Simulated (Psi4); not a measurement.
# SiNH4 (SMILES [NH][SiH3]): UHF/STO-3G, part 2 of 2

Psi4 1.11.

### Step 3. The quartet: a single-point energy at UHF/STO-3G

File calc.py:

```python
import psi4

psi4.set_memory('1600 MB')
psi4.set_num_threads(1)
psi4.core.set_output_file('run.log', False)

m = psi4.geometry("""
0 4
N
Si 1 1.752625
H 1 1.022911 2 111.89876
H 2 1.491108 1 110.76314 3 54.98538
H 2 1.491394 4 108.64961 1 119.7997
H 2 1.481361 4 109.53092 5 119.61475
symmetry c1
no_reorient
no_com
""")

psi4.set_options({
    'basis': 'STO-3G',
    'reference': 'uhf',
    'puream': True,
    'e_convergence': 1e-09,
    'd_convergence': 1e-08,
    'scf_type': 'pk',
    'maxiter': 200,
})

energy_value = psi4.energy('scf')
print(f'total energy {energy_value:.8f} hartree = {energy_value * 27.211386:.5f} eV')
```

Launch:

```console
$ python calc.py
```

run.log:

```text
=> Loading Basis Set <=

    Name: STO-3G
    Role: ORBITAL
    Keyword: BASIS

         ---------------------------------------------------------
                                   SCF
                              UHF Reference
                        1 Threads,   1525 MiB Core
         ---------------------------------------------------------

  ==> Geometry <==

    Molecular point group: c1
    Full point group: C1

    Geometry (in Angstrom), charge = 0, multiplicity = 4:

       Center              X                  Y                   Z               Mass
    ------------   -----------------  -----------------  -----------------  -----------------
         N           -0.000584844301    -0.021030385374    -1.205447835642    14.003074004430
         SI          -0.000584844301    -0.021030385374     0.547177164358    27.976926534650
         H           -0.000584844301     0.928071781891    -1.586960600846     1.007825032230
         H           -1.142496917444     0.778979372363     1.075783135190     1.007825032230
         H            1.272133318162     0.584535334387     1.034757620513     1.007825032230
         H           -0.104690419038    -1.415585634223     1.035857120503     1.007825032230

  Running in c1 symmetry.

  Rotational constants: A =      2.49779  B =      0.44813  C =      0.43841 [cm^-1]
  Rotational constants: A =  74881.94141  B =  13434.67395  C =  13143.30934 [MHz]
  Nuclear repulsion =   56.674420389990779

  Charge       = 0
  Multiplicity = 4
  Electrons    = 25
  Nalpha       = 14
  Nbeta        = 11

  ==> Algorithm <==

  SCF Algorithm Type is PK.
  DIIS enabled.
  MOM disabled.
  Fractional occupation disabled.
  Guess Type is SAD.
  Energy threshold   = 1.00e-09
  Density threshold  = 1.00e-08
  Integral threshold = 1.00e-12

  ==> Primary Basis <==

  Basis Set: STO-3G
    Blend: STO-3G
    Number of shells: 12
    Number of basis functions: 18
    Number of Cartesian functions: 18
    Spherical Harmonics?: true
    Max angular momentum: 1

  ==> Integral Setup <==

  Using in-core PK algorithm.
   Calculation information:
      Number of atoms:                   6
      Number of AO shells:              12
      Number of primitives:             36
      Number of atomic orbitals:        18
      Number of basis functions:        18

      Integral cutoff                 1.00e-12
      Number of threads:                 1

  Performing in-core PK
  Using 29412 doubles for integral storage.
  We computed 3000 shell quartets total.
  Whereas there are 3081 unique shell quartets.

  ==> DiskJK: Disk-Based J/K Matrices <==

    J tasked:                  Yes
    K tasked:                  Yes
    wK tasked:                  No
    Memory [MiB]:             1144
    Schwarz Cutoff:          1E-12

  Minimum eigenvalue in the overlap matrix is 2.9190303996E-01.
  Reciprocal condition number of the overlap matrix is 1.4627491428E-01.
    Using symmetric orthogonalization.

  ==> Pre-Iterations <==

  SCF Guess: Superposition of Atomic Densities via on-the-fly atomic UHF (no occupation information).

   -------------------------
    Irrep   Nso     Nmo
   -------------------------
     A         18      18
   -------------------------
    Total      18      18
   -------------------------

  ==> Iterations <==

                        Total Energy        Delta E     RMS |[F,P]|

   @UHF iter SAD:  -339.56673119839212   -3.39567e+02   0.00000e+00
   @UHF iter   1:  -341.17758521492806   -1.61085e+00   1.03200e-02 DIIS/ADIIS
   @UHF iter   2:  -341.24445436302545   -6.68691e-02   4.90608e-03 DIIS/ADIIS
   @UHF iter   3:  -341.26817987703402   -2.37255e-02   2.43358e-03 DIIS/ADIIS
   @UHF iter   4:  -341.27581607860498   -7.63620e-03   1.59339e-03 DIIS/ADIIS
   @UHF iter   5:  -341.28009792387383   -4.28185e-03   8.38980e-04 DIIS/ADIIS
   @UHF iter   6:  -341.28122926308572   -1.13134e-03   2.39882e-04 DIIS/ADIIS
   @UHF iter   7:  -341.28129590739013   -6.66443e-05   8.04387e-05 DIIS
   @UHF iter   8:  -341.28130387801161   -7.97062e-06   3.87904e-05 DIIS
   @UHF iter   9:  -341.28130584380193   -1.96579e-06   2.29107e-05 DIIS
   @UHF iter  10:  -341.28130680310545   -9.59304e-07   7.85166e-06 DIIS
   @UHF iter  11:  -341.28130690822087   -1.05115e-07   2.45669e-06 DIIS
   @UHF iter  12:  -341.28130691658009   -8.35922e-09   1.07329e-06 DIIS
   @UHF iter  13:  -341.28130691833121   -1.75112e-09   3.41895e-07 DIIS
   @UHF iter  14:  -341.28130691848685   -1.55637e-10   7.18229e-08 DIIS
   @UHF iter  15:  -341.28130691849043   -3.58114e-12   2.55183e-08 DIIS
   @UHF iter  16:  -341.28130691849111   -6.82121e-13   9.05939e-09 DIIS
  Energy and wave function converged.

  ==> Post-Iterations <==

   @Spin Contamination Metric:   7.468647244E-03
   @S^2 Expected:                3.750000000E+00
   @S^2 Observed:                3.757468647E+00
   @S   Expected:                1.500000000E+00
   @S   Observed:                1.500000000E+00

    Orbital Energies [Eh]
    ---------------------

    Alpha Occupied:

       1A    -67.860925     2A    -15.430161     3A     -5.866039
       4A     -3.901910     5A     -3.883278     6A     -3.882716
       7A     -1.232404     8A     -0.706519     9A     -0.626200
      10A     -0.575391    11A     -0.546927    12A     -0.377534
      13A     -0.372821    14A      0.073303

    Alpha Virtual:

      15A      0.542513    16A      0.573442    17A      0.585257
      18A      0.618868

    Beta Occupied:

       1A    -67.851130     2A    -15.361373     3A     -5.848496
       4A     -3.876142     5A     -3.875316     6A     -3.865101
       7A     -0.930912     8A     -0.615437     9A     -0.481577
      10A     -0.364318    11A     -0.360754

    Beta Virtual:

      12A      0.161802    13A      0.253455    14A      0.583121
      15A      0.601029    16A      0.652337    17A      0.657843
      18A      0.704099

    Final Occupation by Irrep:
              A
    DOCC [    11 ]
    SOCC [     3 ]
    NA   [    14 ]
    NB   [    11 ]

  @UHF Final Energy:  -341.28130691849111

   => Energetics <=

    Nuclear Repulsion Energy =             56.6744203899907788
    One-Electron Energy =                -587.2913781064967225
    Two-Electron Energy =                 189.3356507980148251
    Total Energy =                       -341.2813069184910546

  UHF NO Occupations:
  HONO-2 :   12  A 1.0000000
  HONO-1 :   13  A 1.0000000
  HONO-0 :   14  A 1.0000000
  LUNO+0 :   15  A 0.0031154
  LUNO+1 :   16  A 0.0005800
  LUNO+2 :   17  A 0.0000414
  LUNO+3 :   18  A 0.0000025

Computation Completed

Properties will be evaluated at   0.000000,   0.000000,   0.000000 [a0]

Properties computed using the SCF density matrix

 Multipole Moments:

 ------------------------------------------------------------------------------------
     Multipole            Electronic (a.u.)      Nuclear  (a.u.)        Total (a.u.)
 ------------------------------------------------------------------------------------

 L = 1.  Multiply by 2.5417464519 to convert [e a0] to [Debye]
 Dipole X            :         -0.0048287            0.0228268            0.0179980
 Dipole Y            :         -0.5034984            0.8208267            0.3173282
 Dipole Z            :         -2.5926941            1.4773552           -1.1153388
 Magnitude           :                                                    1.1597422

 ------------------------------------------------------------------------------------

	total time  =          0 seconds =       0.00 minutes
```

Standard output:

```text
total energy -341.28130692 hartree = -9286.73738 eV
```

It took 1.5 s on 1 thread of Intel Xeon 6975P-C (Granite Rapids), shared host; peak memory 0.18 GiB.

### Step 4. What came out

The summary covers parts 1 to 2.

Level: UHF/STO-3G.

| quantity | value |
| --- | --- |
| doublet: total energy | -341.62607 Eh |
| doublet: dipole moment | 1.58 D |
| doublet: HOMO energy (highest over α and β) | -8.28 eV |
| doublet: LUMO energy (lowest over α and β) | 8.35 eV |
| doublet: ⟨S²⟩ | 0.759 |
| doublet: largest force on an atom | 3.087 eV/Å |
| quartet: total energy | -341.28131 Eh |
| quartet: dipole moment | 2.95 D |
| quartet: ⟨S²⟩ | 3.757 |
| vertical energy of the quartet above the doublet | 9.381 eV |

In words: At this shape the quartet lies 9.38 eV (905 kJ/mol) above the doublet. The largest force (doublet) is 3.09 eV/Å: the shape isn't a stationary point for this species at this level. In a minimal basis such a difference can be off by several eV, whatever the method.
